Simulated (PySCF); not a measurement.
## Where does thiazole take a proton?

Parent: thiazole, `c1cscn1` (C3H3NS). Non-hydrogen atoms are numbered in `[cH:1]1[cH:2][s:3][cH:4][n:5]1`. These are map numbers, not IUPAC locants.

Computed at PBE0-D3(BJ)/def2-TZVP // PBE0-D3(BJ)/def2-SVP with PySCF (density fitting, grid level 2). Thermal corrections: GFN2-xTB frequencies, unscaled, ideal gas at 298.15 K and 1 bar, quasi-RRHO entropy. These were taken at the GFN2-xTB minima.

```tsv
site	product	PA / eV	GB / eV	gas share	above best in THF / eV
N5 (pyridine-type nitrogen)	c1csc[nH+]1	9.48	9.15	> 99.9 %	0.000
S3 (ring sulfur)	c1c[sH+]cn1	7.17	6.87	< 0.1 %	2.177
```

PA is −ΔH and GB is −ΔG of B + H⁺ → BH⁺ in the gas phase. Shares are Boltzmann weights among the listed products; an error of 10 kJ/mol changes a ratio about 56-fold. Sites whose products fell apart, merged with another or lost in a GFN2-xTB screen aren't listed. Values in solvent are IEF-PCM free energies relative to the most favourable product.

Among these, N5 (pyridine-type nitrogen) wins by 2.28 eV in gas-phase free energy over S3.

In THF the product from N5 is solvated 2.13 eV more strongly than the parent (electrostatics only).

Measured values (NIST Chemistry WebBook, evaluated or the median of agreeing entries): proton affinity (−ΔH) 904 kJ/mol (computed 914, difference 10); gas-phase basicity (−ΔG) 872 kJ/mol (computed 882, difference 10). These are compared with the most favourable site that keeps the skeleton.

Caveats: not every ring carbon need be listed, and shares count the listed sites alone.
